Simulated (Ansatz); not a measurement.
Process, species as SMILES: OCl (OH-Cl) → [O]Cl (O-Cl) + H atom
B3LYP-D3(BJ)/def2-TZVP geometries, fixed; electronic energies without zero-point terms.
Largest species:
```
O
H 1 0.9686
Cl 1 1.7015 2 103.27
```

Basis-set convergence of the bond dissociation energy at MP2 with Ansatz (a quantum-chemistry and plane-wave program). Cartesian d functions, on some or all atoms, in 6-31G*, 6-31+G*, 6-311G**; all else is spherical. Cores are frozen. Open shells are unrestricted. No added dispersion term, no relativity. Functions are those of the species that has most. Reference: Hartree-Fock in aug-cc-pV(Q+d)Z plus the correlation part extrapolated as X^-3 from aug-cc-pV(T+d)Z and aug-cc-pV(Q+d)Z, 109.24 kcal/mol, itself unsure by roughly 0.30 kcal/mol (a third of the extrapolation step and of the last Hartree-Fock step). Deviations are taken from unrounded values.

```csv
basis,functions,bond dissociation energy (kcal/mol),minus reference (kcal/mol)
3-21G,24,96.88,-12.36
6-31G,24,99.50,-9.74
pcseg-0,24,98.24,-10.99
def2-SV(P),34,92.36,-16.88
6-31G*,36,95.90,-13.34
def2-SVP,37,103.16,-6.08
cc-pV(D+d)Z,42,101.57,-7.67
6-31+G*,44,97.09,-12.15
6-311G**,51,104.72,-4.51
def2-SVPD,58,107.48,-1.76
def2-TZVP,74,103.42,-5.82
pcseg-2,78,107.31,-1.93
cc-pV(T+d)Z,83,106.39,-2.85
def2-TZVPPD,108,106.95,-2.28
aug-pcseg-2,119,107.66,-1.57
cc-pV(Q+d)Z,149,108.01,-1.22
pcseg-3,157,108.34,-0.90
def2-QZVPPD,178,108.25,-0.99
```
